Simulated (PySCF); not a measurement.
**Choosing a basis for TDDFT**

Species: cis-2-pentene, C5H10.
InChI=1S/C5H10/c1-3-5-4-2/h3,5H,4H2,1-2H3/b5-3+

TDDFT with PBE0 (PySCF), vertical singlets, core orbitals frozen in the response, spherical d and f functions. Isolated species at its PBE0-D3(BJ)/def2-SVP geometry (one conformer only).

Problem. How do the low singlets change with the basis? Take 6-31G*, def2-SVP, def2-SVPD and def2-TZVP.

Solution. 

```json
{"basis": "6-31G*", "functions": "90", "diffuse": "no", "S1 (eV)": "7.56", "S2 (eV)": "8.39", "S3 (eV)": "8.60", "S4 (eV)": "8.83", "S5 (eV)": "8.87", "LUMO (eV)": "1.09", "α (au)": "54.9"}
{"basis": "def2-SVP", "functions": "120", "diffuse": "no", "S1 (eV)": "7.39", "S2 (eV)": "7.91", "S3 (eV)": "8.00", "S4 (eV)": "8.17", "S5 (eV)": "8.27", "LUMO (eV)": "0.80", "α (au)": "57.5"}
{"basis": "def2-SVPD", "functions": "180", "diffuse": "yes", "S1 (eV)": "6.76", "S2 (eV)": "7.04", "S3 (eV)": "7.12", "S4 (eV)": "7.30", "S5 (eV)": "7.86", "LUMO (eV)": "0.52", "α (au)": "65.6"}
{"basis": "def2-TZVP", "functions": "215", "diffuse": "no", "S1 (eV)": "7.07", "S2 (eV)": "7.35", "S3 (eV)": "7.53", "S4 (eV)": "7.57", "S5 (eV)": "8.11", "LUMO (eV)": "0.59", "α (au)": "64.2"}
```

States are compared by their number. Against the only diffuse basis here (def2-SVPD, itself not a converged limit), sets without diffuse functions differ by up to 0.80 eV in S1 and 1.02 eV in S5. Every set without diffuse functions puts S1 more than 0.3 eV higher, so even the lowest state needs them here. State by state, the largest deviation of a set without diffuse functions is S1 0.80, S2 1.35, S3 1.47, S4 1.53, S5 1.02 eV. The same number needn't mean the same state in each row. Against def2-SVPD the polarisability deviates by -16% in 6-31G*, -12% in def2-SVP, -2% in def2-TZVP.
